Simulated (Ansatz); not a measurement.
Reaction: H4GeO (SMILES [OH][GeH3]) → GeH3 (SMILES [GeH3], doublet) + HO (SMILES [OH], doublet) (the Ge-O bond breaks)
Each species at its own B3LYP-D3(BJ)/def2-TZVP minimum (Ansatz, a first-principles code).

Wanted: bond dissociation energy (electronic), in kcal/mol. UHF or UKS for unpaired electrons; spin-orbit terms are left out. Cores are frozen in correlated methods (noble-gas shells, and filled d and f shells in the p block). No relativity. CBS(X,Y): correlation extrapolated as X^-3, Hartree-Fock from the larger set (Q,5: extrapolated as (X+1)exp(-9√X)). A bracket is a step between two methods taken in the basis named.

CCSD(T)/CBS(cc-pVQZ,cc-pV5Z) + [CCSDT(Q) - CCSD(T)]/cc-pVTZ + [CCSDTQ - CCSDT(Q)]/cc-pVDZ (Ansatz) gives 106.7 kcal/mol.

### Question
What does PBE/def2-TZVPD (Ansatz) give here, and how do the other levels compare?

### Answer
PBE gives 103.3 kcal/mol, 3.4 kcal/mol below it. Differences of the others: r2SCAN/def2-TZVPD (Ansatz) -6.6; B3LYP/def2-TZVPD (Ansatz) -7.3; PBE0/def2-TZVPD (Ansatz) -6.3; CCSD(T)/CBS(cc-pVQZ,cc-pV5Z) (Ansatz) 0.2 kcal/mol.
